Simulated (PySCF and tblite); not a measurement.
The numbers below are computed, except where a source is named.
Molecule: 3-aminopentane, C5H13N, numbered as in [CH3:1][CH2:2][CH:3]([NH2:4])[CH2:5][CH3:6]; H are named by their carrier, a and b as at the first point (Å):

```
C1      -2.428    0.650    0.130
C2      -1.251   -0.263    0.461
C3       0.088    0.220   -0.123
N4       0.121    0.246   -1.593
C5       1.234   -0.668    0.377
C6       2.588   -0.145   -0.084
H1a     -3.328    0.294    0.628
H1b     -2.230    1.665    0.467
H1c     -2.628    0.674   -0.940
H2a     -1.456   -1.272    0.091
H2b     -1.150   -0.326    1.547
H3       0.273    1.247    0.215
H4a     -0.677    0.822   -1.857
H4b     -0.198   -0.686   -1.867
H5a      1.087   -1.681   -0.005
H5b      1.205   -0.714    1.468
H6a      3.384   -0.825    0.213
H6b      2.590   -0.042   -1.165
H6c      2.785    0.831    0.353
```

The mean out-of-plane torsion at N4 (0° is planar) is held and the rest relaxed at GFN2-xTB. Energies: PBE/pcSseg-1 + D3(BJ). Couplings: B3LYP/6-31G* with H pcJ-1 N pcJ-1, gas phase, for ¹H, ¹⁵N. (tblite 0.8, PySCF 2.14.)

Q: How do the most sensitive couplings change along the out-of-plane angle?

A: 
| out-of-plane angle ° | ¹J(N4,H4a) | ¹J(N4,H4b) | ²J(H4a,H4b) | ³J(N4,H2b) | ³J(N4,H5b) | ²J(N4,H3) | ³J(H3,H4a) | ⁴J(H4a,H5b) | ⁴J(H2b,H4a) |
| --- | --- | --- | --- | --- | --- | --- | --- | --- | --- |
| -43 | -55.4 | -54.2 | -14.8 | -0.7 | -4.9 | -4.3 | 3.1 | 1.9 | -1.0 |
| -26 | -81.0 | -79.3 | -0.2 | -2.2 | -6.3 | -2.9 | 3.9 | 2.7 | -1.0 |
| 0 | -102.4 | -97.3 | 10.4 | -5.3 | -5.3 | -0.1 | 7.4 | 0.9 | 0.8 |
| 26 | -81.1 | -79.3 | -0.1 | -6.3 | -2.2 | -2.8 | 3.9 | -1.0 | 2.7 |
| 43 | -55.4 | -54.2 | -14.7 | -5.0 | -0.7 | -4.2 | 3.2 | -1.0 | 1.9 |
Values in Hz.

Q: Set ³J(H3,H4a) against its H–C–N–H torsion.

A: -65°: 3.1 Hz, -48°: 3.9 Hz, 0°: 7.4 Hz, 48°: 3.9 Hz, 65°: 3.2 Hz.
